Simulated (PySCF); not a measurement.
C2H7O2P.
SMILES with atom numbers: `[CH3:1][P:2]([CH3:3])(=[O:4])[OH:5]` (hydrogens: H6, H7, H8 on C1; H9, H10, H11 on C3; H12 on O5)

Computed with core-valence-separated Tamm–Dancoff BHandHLYP/aug-pcX-1 (pcseg-1 on H, def2-SVPD on P) in PySCF, non-relativistic, gas phase, PBE0-D3(BJ)/def2-SVP geometry.

Computed carbon K-edge spectrum, Gaussian lines of 0.4 eV full width, highest printed point 100; it ends one width below the last computed root. Absolute energies from this functional tend to lie a few eV below measured edges; no shift was applied.

```json
{"photon energy (eV)": "285.3", "absorption": "0"}
{"photon energy (eV)": "285.4", "absorption": "1"}
{"photon energy (eV)": "285.5", "absorption": "4"}
{"photon energy (eV)": "285.6", "absorption": "8"}
{"photon energy (eV)": "285.7", "absorption": "12"}
{"photon energy (eV)": "285.8", "absorption": "13"}
{"photon energy (eV)": "285.9", "absorption": "10"}
{"photon energy (eV)": "286.0", "absorption": "9"}
{"photon energy (eV)": "286.1", "absorption": "16"}
{"photon energy (eV)": "286.2", "absorption": "38"}
{"photon energy (eV)": "286.3", "absorption": "73"}
{"photon energy (eV)": "286.4", "absorption": "100"}
{"photon energy (eV)": "286.5", "absorption": "97"}
{"photon energy (eV)": "286.6", "absorption": "68"}
{"photon energy (eV)": "286.7", "absorption": "36"}
{"photon energy (eV)": "286.8", "absorption": "20"}
{"photon energy (eV)": "286.9", "absorption": "24"}
{"photon energy (eV)": "287.0", "absorption": "38"}
```

Task: Assign the maxima to core holes.

Result: 2 maxima:
- 285.8 eV: C1/C3 (sp3 carbon bound to phosphorus), 285.77 eV, f = 0.016, sum of 2, 100 % of the height at the exact maximum
- 286.4 eV: C1/C3 (sp3 carbon bound to phosphorus), 286.42 eV, f = 0.066, sum of 2, 51 % of the height at the exact maximum; C1/C3 (sp3 carbon bound to phosphorus), 286.47 eV, f = 0.063, sum of 2, 49 % of the height at the exact maximum

Roots within 0.03 eV on the same or equivalent atoms count as one line; shares under 12 % aren't listed.

Vibrational structure and lifetime widths aren't in the curve. The ionisation threshold wasn't computed; near and above it a finite basis only mimics Rydberg series and continuum.

Shape of the structure used: `[CH3:1][P:2]([CH3:3])(=[O:4])[OH:5]`: H–O5–P2–C1 -128°.

One conformer stands for the species.
